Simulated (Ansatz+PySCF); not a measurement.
Values are calculated unless marked as measured or tabulated.
## Ansatz (development build ahead of 0.2.0) run

```yaml
crystal:
  periodic: [false, false, false]
  atoms:
    - { symbol: H, position_ang: [0.14657, -1.12839, 0.0] }
    - { symbol: F, position_ang: [0.0, 0.33042, 0.0] }
    - { symbol: H, position_ang: [-0.14657, -1.84541, 0.0] }
basis:
  gaussian: { orbitals: cc-pVTZ }
magnetization:
  spin_polarized: true
  initial_magnetization: 1
hamiltonian:
  xc: hf
correlation:
  method: ccsd_t
  frozen_orbitals: { F: 1, H: 0 }
scf:
  omitted_lower_state_checks: [stability, starts, atomic_configurations, cluster_reference, orbital_swaps, given_window_search, neighbouring_geometries, increment]
```

The input is written out in the form of the current development build from the run's settings.

Results

```json
{
  "Converged": "yes",
  "Reference energy": "-100.51731 hartree",
  "CCSD correlation energy": "-0.26477 hartree",
  "Triples correction": "-0.00508 hartree",
  "Total energy": "-100.78717 hartree",
  "Spin squared of the determinant": "0.766"
}
```
